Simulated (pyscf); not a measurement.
Four-centre exchange: `[NH2][Si]([Cl])([Cl])[Cl]` + `[FH]` → `[NH2][Si]([F])([Cl])[Cl]` + `[ClH]`

Gas phase, singlet surface, charge 0. Bonds broken: Si2–Cl3, F8–H9. Bonds formed: Si2–F8, Cl3–H9. Single points on ωB97X-D3(BJ)/def2-SVP structures (PySCF, gas phase).

Transition state (Å):

```xyz
9

N     -1.1680    -0.9300     0.8244
Si    -0.3447     0.2549    -0.0533
Cl    -0.0503     2.5113     0.7576
Cl    -1.9288     0.9247    -1.2324
Cl     1.0644    -0.0848    -1.5066
H     -2.1057    -1.2162     0.5724
H     -0.7482    -1.4392     1.5924
F      0.9522     0.2531     1.2358
H      0.7962     1.4978     1.3502
```

One imaginary mode, 625i cm⁻¹; descent along it reached the two sides named, in the forms told below.

```
bond     change  reactant side (Å)  saddle  product side
-------  ------  -----------------  ------  ------------
Si2–Cl3  breaks              2.076   2.416           3.9
F8–H9    breaks              0.932   1.260         2.054
Si2–F8    forms                3.2   1.829         1.630
Cl3–H9    forms              2.299   1.447         1.287
```

Electronic energies relative to the separated reactants (eV):

```csv
level,barrier,reaction energy,reverse barrier
ωB97X-D3(BJ)/def2-TZVP,1.03,-0.46,1.49
PBE/def2-TZVP,0.77,-0.53,1.30
r²SCAN/def2-TZVP,0.81,-0.59,1.40
B3LYP-D3(BJ)/def2-TZVP,0.97,-0.56,1.53
PBE0-D3(BJ)/def2-TZVP,0.92,-0.47,1.39
M06-2X/def2-TZVP,1.00,-0.57,1.58
ωB97M-D3(BJ)/def2-TZVP,0.99,-0.57,1.56
HF/def2-TZVP,1.85,-0.71,2.56
```

With ωB97M-D3(BJ)/def2-TZVP energies and thermal terms (ideal gas, 1 atm, RRHO with modes under 100 cm⁻¹ raised to 100, one conformer, R ln 2 for chiral ones without a mode under 150 cm⁻¹), in eV:

```json
[
 {"T (K)": "298", "ΔH‡": "0.92", "ΔG‡": "1.42", "ΔH": "-0.61", "ΔG": "-0.62"},
 {"T (K)": "600", "ΔH‡": "0.91", "ΔG‡": "1.94", "ΔH": "-0.62", "ΔG": "-0.62"},
 {"T (K)": "900", "ΔH‡": "0.92", "ΔG‡": "2.45", "ΔH": "-0.62", "ΔG": "-0.62"},
 {"T (K)": "1200", "ΔH‡": "0.94", "ΔG‡": "2.96", "ΔH": "-0.62", "ΔG": "-0.62"}
]
```

On the reactant side the descent ends in a complex, 0.24 eV under the separated species and 1.27 eV under the saddle at ωB97X-D3(BJ)/def2-TZVP. One saddle was located; it need not be the lowest between these sides.
